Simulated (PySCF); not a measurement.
The dipole of C-cyanomethanimine, `[H]/N=C\C#N` from its density and from atomic charges.

Coordinates (GFN2-xTB, Å) and charges (e) from the PBE0/pcSseg-1 density (PySCF):

| atom | x | y | z | Mulliken | IAO | Hirshfeld | ESP-fitted |
| --- | --- | --- | --- | --- | --- | --- | --- |
| H1 | -1.185 | -1.243 | -0.006 | +0.1863 | +0.2671 | +0.1299 | +0.4059 |
| N2 | -1.325 | -0.232 | -0.006 | -0.2930 | -0.3620 | -0.1782 | -0.6852 |
| C3 | -0.279 | 0.463 | -0.003 | +0.0953 | +0.0068 | +0.0761 | +0.3775 |
| C4 | 1.061 | -0.037 | -0.002 | +0.0657 | +0.1014 | +0.0829 | +0.2038 |
| N5 | 2.111 | -0.495 | -0.003 | -0.2172 | -0.1945 | -0.1849 | -0.3683 |
| H6 | -0.379 | 1.546 | -0.002 | +0.1629 | +0.1811 | +0.0742 | +0.0664 |

Problem. What dipole does each set of charges give (1 e·Å = 4.803 D), and what does the density give?

Solution. The full density gives (-1.26, 0.52, 0.00) D, 1.37 D in size; dipole vectors point from the negative to the positive end.

| scheme | μx | μy | μz | size (D) | share of the full size (%) | angle to the full dipole (°) |
| --- | --- | --- | --- | --- | --- | --- |
| Mulliken | -1.49 | 1.14 | 0.00 | 1.87 | 137 | 15 |
| IAO | -1.01 | 0.61 | 0.00 | 1.18 | 87 | 9 |
| Hirshfeld | -1.29 | 0.57 | 0.00 | 1.41 | 103 | 2 |
| ESP-fitted | -1.27 | 0.51 | 0.00 | 1.37 | 100 | 0 |

Problem. Which set comes closest?

Solution. Length of the difference vector: ESP-fitted 0.01 D, Hirshfeld 0.06 D, IAO 0.27 D, Mulliken 0.66 D. Closest: ESP-fitted. ESP charges are fitted to the potential around the molecule, whose slowest-falling term is the dipole's. The schemes that divide the density aren't constrained to reproduce the dipole.

Problem. What is left for the Hirshfeld atoms' own dipoles?

Solution. The shares of the density sum to the whole, so what Σ q r misses lies in dipoles about the nuclei. The atomic dipoles sum to (-1.26, 0.52, 0.00) − (-1.29, 0.57, 0.00) = (0.03, -0.05, 0.00) D, 0.06 D in size.

Problem. With the origin at the mean of the coordinates, (0.001, 0.000, -0.004) Å, which are the largest single terms, by size, of the Hirshfeld dipole along the direction of the full one?

Solution. N5 +1.90, N2 -0.98, C4 -0.40, H1 +0.39, H6 +0.33 D; all 6 atoms together +1.41 D. The single terms depend on the origin, their sum doesn't.

Problem. Give the size of the full dipole in other units.

Solution. 1.37 D = 0.537 au = 0.284 e·Å = 4.56 × 10⁻³⁰ C·m.

Geometry: GFN2-xTB; no solvent, vibrations or thermal averaging.
